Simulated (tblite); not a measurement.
Compound: C2H5NS.
Numbering: `[H]/[N:1]=[CH:2]/[CH2:3][SH:4]` (hydrogens: H5 on N1; H6 on C2; H7, H8 on C3; H9 on S4)

Computed with GFN2-xTB (tblite), gas phase: Langevin dynamics at 400 K from the optimised GFN2-xTB geometry, time step 0.5 fs, friction 0.01 fs⁻¹, 2000 steps.

Start geometry:
```
atom  x, y, z in Å
N1      1.563    0.172    0.540
C2      0.617   -0.471    0.028
C3     -0.784   -0.123    0.384
S4     -1.610    0.570   -1.100
H5      2.498   -0.094    0.239
H6      0.713   -1.270   -0.719
H7     -1.363   -1.009    0.641
H8     -0.819    0.611    1.187
H9     -0.802    1.620   -1.227
```

The statistics below take the 31 frames saved every 25 fs from 250 to 1000 fs; their kinetic temperature (all 3N coordinates) averages 379 K.

**Question.** How do the bond lengths spread?

**Answer.** 
```
 bond  start (Å)  mean (Å)  standard deviation (Å)  shortest (Å)  longest (Å)
N1=C2      1.254     1.255                   0.015         1.225        1.285
C2–C3      1.487     1.493                   0.041         1.406        1.586
C3–S4      1.834     1.842                   0.058         1.754        1.960
N1–H5      1.017     1.019                   0.029         0.967        1.088
C2–H6      1.098     1.101                   0.023         1.037        1.152
C3–H7      1.089     1.098                   0.027         1.052        1.153
C3–H8      1.088     1.097                   0.033         1.007        1.175
S4–H9      1.331     1.339                   0.028         1.280        1.418
```

**Question.** Give the same statistics for bond angles, one of each kind.

**Answer.** 
| angle | start (°) | mean (°) | standard deviation (°) | smallest (°) | largest (°) |
| --- | --- | --- | --- | --- | --- |
| C2–N1–H5 | 116.0 | 117.5 | 5.9 | 104.3 | 128.0 |
| N1–C2–C3 | 119.6 | 120.5 | 4.6 | 112.6 | 131.7 |
| N1–C2–H6 | 125.8 | 123.6 | 5.1 | 113.5 | 133.6 |
| C3–C2–H6 | 114.5 | 115.4 | 6.2 | 100.2 | 127.3 |
| C2–C3–S4 | 108.6 | 110.4 | 6.6 | 97.3 | 123.1 |
| C2–C3–H7 | 111.6 | 110.7 | 7.6 | 97.7 | 125.1 |
| S4–C3–H7 | 105.0 | 106.3 | 6.1 | 97.8 | 121.1 |
| S4–C3–H8 | 109.2 | 108.1 | 6.2 | 92.2 | 121.4 |
| H7–C3–H8 | 110.9 | 108.9 | 4.4 | 102.5 | 119.9 |
| C3–S4–H9 | 95.8 | 95.4 | 5.1 | 79.2 | 104.5 |

**Question.** How far does each atom move about its mean position (frames aligned on the start, all atoms weighted alike), and what rms force does it feel?

**Answer.** 
```
atom  rms displacement (Å)  rms force (eV/Å)
  N1                  0.47              1.99
  C2                  0.15              1.88
  C3                  0.11              2.19
  S4                  0.43              1.34
  H5                  0.35              1.22
  H6                  0.79              0.93
  H7                  0.36              0.99
  H8                  0.37              1.12
  H9                  0.39              0.64
```

The displacements run from 0.11 to 0.79 Å, the largest at H6.

**Question.** Follow the torsion N1–C2–C3–S4 through every second one of these frames.

**Answer.** 
```tsv
t (fs)	N1–C2–C3–S4 (°)
250	121
300	126
350	100
400	103
450	111
500	99
550	123
600	113
650	95
700	75
750	45
800	21
850	4
900	-10
950	-24
1000	-19
```

Largest departure from the start value over all these frames: N1–C2–C3–S4 137° (start 113°).

The run is classical and short, so these are rough statistics of one trajectory.

What follows is the cost of the whole dynamics run. The run took 6.0 s of wall time on an Arm Neoverse V1 with one thread, shared host with 32 logical CPUs at a one-minute load of 13, and the process peaked at 0.19 GiB of memory.
